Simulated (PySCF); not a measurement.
**Static response to an electric field**

Species: PF3.
Atom-mapped SMILES: `[F:1][P:2]([F:3])[F:4]`

Structure used (GFN2-xTB), in Å, numbered top down from 1:
```xyz
4
PF3 angstrom
F     -0.8365   -1.0548   -0.2204
P      0.0022    0.0010    0.6368
F      1.3367   -0.1976   -0.2194
F     -0.4921    1.2562   -0.2200
```

Level: CAM-B3LYP/def2-SVPD (PySCF), static field, nuclei fixed, core orbitals frozen in the response. The polarisability tensor in these axes (au):

```
x   26.70  0.00  0.00
y    0.00 26.71  0.00
z    0.00  0.00 24.04
```

Question: Give the principal values, the mean and the anisotropy Δα = √{½[(α1 − α2)² + (α2 − α3)² + (α1 − α3)²]}.

Answer: Principal values 24.04, 26.70 and 26.71 au; mean 25.82 au = 3.83 Å³ = 4.26 × 10⁻⁴⁰ C²·m²/J; Δα = 2.67 au (10 % of the mean).

Question: What is the dipole moment, and where does it point?

Answer: (0.00, 0.00, 1.77) D, 1.77 D in size, pointing from the negative to the positive side. Measured along this direction, the outermost atoms are F4, F3 and F1 at the negative end and P2 at the positive end.

Question: Form Σ f/ω² (atomic units) for the 8 lowest TDDFT singlets, given as eV and f, and set it beside the mean polarisability, which is this sum over all singlets: 8.11, 0.1745; 8.11, 0.1744; 10.15, 0.0386; 10.15, 0.0386; 10.23, 0.0000; 10.24, 0.0743; 10.28, 0.0004; 10.28, 0.0004.

Answer: They add up to 5.02 au, 19.4 % of the 25.82 au; the largest single term is 1.97 au, from the state at 8.11 eV. Terms in order: 1.97, 1.97, 0.28, 0.28, 0.00, 0.52, 0.00, 0.00 au. Higher excitations give the rest. The strengths listed sum to 0.501.

Question: What molar refraction does this α imply?

Answer: Lorentz–Lorenz: R = (4π/3)N_A α = 2.5225 cm³/(mol·Å³) × 3.83 Å³ = 9.7 cm³/mol, in the limit of long wavelengths.

Question: Orientational against electronic polarisability at 500 K (dilute gas, rigid molecules)?

Answer: In Gaussian units μ²/3kT = 15.09 Å³ against 3.83 Å³, a ratio of 3.94; the Debye molar polarisation (4π/3)N_A(α + μ²/3kT) is 47.7 cm³/mol, leaving out the vibrational part.

Isolated species at its GFN2-xTB geometry, gas phase.

These values come from a run that also computed excited states. The run took 4.7 s on Arm Neoverse V2, one thread, on a shared host.
